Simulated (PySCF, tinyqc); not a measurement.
CIS on RHF in the sto-3g basis, frozen core, for CH2, spin multiplicity 1, step by step. The lowest restricted solution is unstable here: a spin-polarised one lies 0.0306 hartree lower (PySCF). One step of it, computed by the program tinyqc.

Question. CIS singlet states. Diagonalise A (1 hartree = 27.211386 eV); each vector has its largest component positive (the first on a tie). The transition dipole is mu = sqrt2 sum c_ia <i|r|a>.

CIS matrix A, singlet (hartree), order 2>5, 2>6, 2>7, 3>5, 3>6, 3>7, 4>5, 4>6, 4>7:
```
[[0.640489, 0.000000, 0.000000, 0.000000, 0.000000, 0.000000, -0.021572, 0.000000, 0.000000],
 [0.000000, 0.899756, 0.000000, 0.000000, 0.000000, 0.043223, 0.000000, 0.059287, 0.000000],
 [0.000000, 0.000000, 0.950790, 0.000000, -0.018162, 0.000000, 0.000000, 0.000000, -0.001981],
 [0.000000, 0.000000, 0.000000, 0.278045, 0.000000, 0.000000, 0.000000, 0.000000, 0.000000],
 [0.000000, 0.000000, -0.018162, 0.000000, 0.615631, 0.000000, 0.000000, 0.000000, 0.047030],
 [0.000000, 0.043223, 0.000000, 0.000000, 0.000000, 0.793218, 0.000000, 0.069168, 0.000000],
 [-0.021572, 0.000000, 0.000000, 0.000000, 0.000000, 0.000000, 0.047484, 0.000000, 0.000000],
 [0.000000, 0.059287, 0.000000, 0.000000, 0.000000, 0.069168, 0.000000, 0.393748, 0.000000],
 [0.000000, 0.000000, -0.001981, 0.000000, 0.047030, 0.000000, 0.000000, 0.000000, 0.481615]]
```

dipole integrals <i|r|a> (bohr), order 2>5, 2>6, 2>7, 3>5, 3>6, 3>7, 4>5, 4>6, 4>7:
```
[[0.756012, 0.000000, 0.000000],
 [0.000000, 0.000000, -0.109330],
 [0.000000, -0.275922, 0.000000],
 [0.000000, 0.000000, 0.000000],
 [0.000000, -1.192500, 0.000000],
 [0.000000, 0.000000, -0.709974],
 [-0.299540, 0.000000, 0.000000],
 [0.000000, 0.000000, -0.366511],
 [0.000000, -0.849630, 0.000000]]
```

Give: singlet excitation energies; lowest vectors; oscillator strengths 2/3 w |mu|^2.

Answer.

singlet excitation energies (eV): [1.2708, 7.5660, 10.2591, 12.7004, 17.1293, 17.4499, 21.2959, 25.2276, 25.9002]

lowest vectors, order 2>5, 2>6, 2>7, 3>5, 3>6, 3>7, 4>5, 4>6, 4>7:
```
[[0.0363, 0.0000, 0.0000, 0.0000, 0.0000, 0.9993],
 [0.0000, 0.0000, -0.0989, 0.0000, 0.0000, 0.0000],
 [0.0000, 0.0000, 0.0000, -0.0074, 0.0557, 0.0000],
 [0.0000, 1.0000, 0.0000, 0.0000, 0.0000, 0.0000],
 [0.0000, 0.0000, 0.0000, -0.3020, 0.9517, 0.0000],
 [0.0000, 0.0000, -0.1531, 0.0000, 0.0000, 0.0000],
 [0.9993, 0.0000, 0.0000, 0.0000, 0.0000, -0.0363],
 [0.0000, 0.0000, 0.9832, 0.0000, 0.0000, 0.0000],
 [0.0000, 0.0000, 0.0000, 0.9533, 0.3019, 0.0000]]
```

oscillator strengths 2/3 w |mu|^2: [0.0046, 0.0000, 0.0292, 0.1248, 1.6611, 0.5022]
